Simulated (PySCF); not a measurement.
**How well do the runs reproduce experiment for PF3?**

**Experimental background.**

NIST CCCBDB Release 22 (SRD 101), experimental dipoles lists, for the gas: dipole moment (microwave Stark effect) 1.03 D.

How close the calculation comes is told at the end.

Species: PF3.
SMILES with atom numbers: `[F:1][P:2]([F:3])[F:4]`

Cartesian coordinates in Å at the GFN2-xTB level; atoms count from 1:
```
atom  x, y, z in Å
F1    -0.837   -1.055   -0.220
P2     0.002    0.001    0.637
F3     1.337   -0.198   -0.219
F4    -0.492    1.256   -0.220
```

The PySCF runs (gas phase, on this GFN2-xTB geometry; no spin–orbit coupling):

```tsv
level	job	basis functions	wall time
PBE0/pcSseg-1	shieldings, charges and field gradients, density and orbital grids written	75	4.2 s
```

Hardware: one thread, Arm Neoverse V1, on a shared host.

Results beside the measurements:

**Dipole moment.** Measured: 1.03 D (NIST CCCBDB Release 22 (SRD 101), experimental dipoles).

```json
{"level": "PBE0/pcSseg-1", "computed (D)": "1.78", "computed − measured (D)": "+0.75", "% (from the printed values)": "+73"}
```

The computed dipoles belong to one fixed geometry; measured ones are averaged over vibrations unless marked μe. Magnitudes are compared, not signs.

No measured geometry was used, and the causes of the misses weren't examined.
